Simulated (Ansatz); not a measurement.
**SiNH₃ (SMILES N[SiH]): energies and forces away from the minimum**

The task here is to estimate one member of a computed series from the others.

Program: Ansatz 0.2.0, Gaussian basis. Level of theory: single points with forces in def2-TZVPP. These are calculated values, not measurements.

Levels: PBE-D4, r2SCAN-D4, PBE0-D4, wB97M-V, Hartree-Fock, MP2, CCSD, CCSD(T). Each coordinate is moved by a Gaussian draw of the width named (0.7 of it for atoms other than hydrogen): 0.04, 0.06 Å.

Cores are frozen in the correlated methods.

13 further runs of the same task are left out: 13 set aside as unsound or not needed.

### Starting geometry

The minimum, relaxed at PBE0-D4: 5 atoms, charge 0, spin multiplicity 1.

Atoms are counted from 1 here; the program's logs count them from 0.

Bond lengths: N1–Si2 1.707 Å, N1–H3 1.008 Å, N1–H4 1.008 Å, Si2–H5 1.532 Å. Angles: Si2–N1–H3 126.3°, Si2–N1–H4 121.7°, H3–N1–H4 112.1°, N1–Si2–H5 94.1°.

As a file:

```mol
H3NSi
  3D, bonds by distance, orders not assigned

  5  4  0  0  0  0  0  0  0  0999 V2000
   -0.3076   -0.4675    0.1014 N   0  0
    0.0744    1.1582    0.4551 Si  0  0
    0.1352   -1.0461   -0.5951 H   0  0
   -1.0348   -0.9601    0.5966 H   0  0
    1.1827    1.2418   -0.5994 H   0  0
  1  2  8  0
  1  3  8  0
  1  4  8  0
  2  5  8  0
M  END
```

Energies of the minimum (eV), from earlier single points: PBE-D4 -9410.96410, r2SCAN-D4 -9415.14097, PBE0-D4 -9411.73501, B3LYP-D4 -9417.67737, wB97M-V -9415.67451, CCSD(T) -9401.78609.

Set-up of the first run:

The input, ccsdt-tzvpp/in.yaml:

```yaml
crystal:
  periodic: [false, false, false]
  atoms:
    - {symbol: N, position_ang: [-0.319795, -0.452881, 0.099008]}
    - {symbol: Si, position_ang: [0.067497, 1.164455, 0.451763]}
    - {symbol: H, position_ang: [0.081491, -0.919972, -0.586360]}
    - {symbol: H, position_ang: [-1.066354, -0.920887, 0.552217]}
    - {symbol: H, position_ang: [1.214349, 1.315186, -0.543871]}
basis:
  gaussian: {orbitals: def2-TZVPP}
correlation: {method: ccsd_t}
output: {forces: true}
```

The command line of these runs was not kept.

Steps of the session up to this table: Structure 1, width 0.04 Å; Structure 2, width 0.06 Å.

One table of the session follows, with a row left open; its other results are not shown here.

```
   method  RMS force component (eV/Å)  angle to CCSD(T) forces (°)  dipole (D)
   PBE-D4                       3.623                          3.3        1.50
r2SCAN-D4                           ?                            ?           ?
  PBE0-D4                       3.621                          0.9        1.35
  wB97M-V                       3.593                          0.7        1.13
  CCSD(T)                       3.594                    reference        1.30
```

Estimate the missing values for r2SCAN-D4.

**Answer.** RMS force component (eV/Å): 3.586; angle to CCSD(T) forces (°): 0.9; dipole (D): 1.51. In the column «RMS force component (eV/Å)» it is the lowest.
